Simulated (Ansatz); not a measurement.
Relaxation of BClH$_{4}$ (6 atoms, charge 0, multiplicity 1), to a largest force component of 0.03 eV/Å in at most 50 steps.

The calculation used RKS PBE0-D4/def2-mTZVP (Ansatz 0.2.0).

```xyz
6
Properties=species:S:1:pos:R:3:forces:R:3
B 0.017 -0.377 -0.403 0.00 0.19 0.10
Cl 0.021 -0.017 2.632 0.00 -0.81 -0.68
H 1.049 0.178 -0.616 -0.07 -0.01 -0.03
H -1.038 0.135 -0.612 0.07 -0.01 -0.03
H 0.041 -1.494 0.018 0.00 -0.17 -0.06
H 0.029 -1.095 1.838 0.00 0.81 0.70
```

**Question.** Where does it end, and by what steps?

**Answer.** The forces met the threshold. The force dipped under the threshold on the way, but the program's further checks kept it going. After 16 steps the energy has fallen by 0.188 eV; Cl2 moved furthest, 0.61 Å.

```
step  energy less start (eV)  largest force component (eV/Å)  accepted
   0                  0.0000                           0.815       yes
   1                 -0.0080                           1.386       yes
   2                 -0.0438                           1.468       yes
   3                 -0.1043                           0.418       yes
   4                 -0.1458                           0.559       yes
   5                 -0.1572                           1.087       yes
   6                 -0.1844                           0.088       yes
   7                 -0.1858                           0.135       yes
   8                 -0.1869                           0.075       yes
   9                 -0.1868                           0.029        no
  10                 -0.1870                           0.001       yes
  11                 -0.1871                           0.039       yes
  12                 -0.1871                           0.004       yes
  13                 -0.1872                           0.012       yes
  14                 -0.1702                           0.983        no
  15                 -0.1874                           0.008       yes
  16                 -0.1881                           0.018       yes
```

```xyz
6
Properties=species:S:1:pos:R:3
B 0.023 -0.342 -0.302
Cl 0.102 -0.002 2.030
H 1.019 0.269 -0.545
H -1.039 0.175 -0.473
H 0.082 -1.536 -0.241
H -0.070 -1.235 2.388
```

Whether the end is a true minimum wasn't checked by a vibrational analysis.

Run time: 20 s on 1 thread of Arm Neoverse V1, with other jobs on the host, peak memory 0.1 GiB.
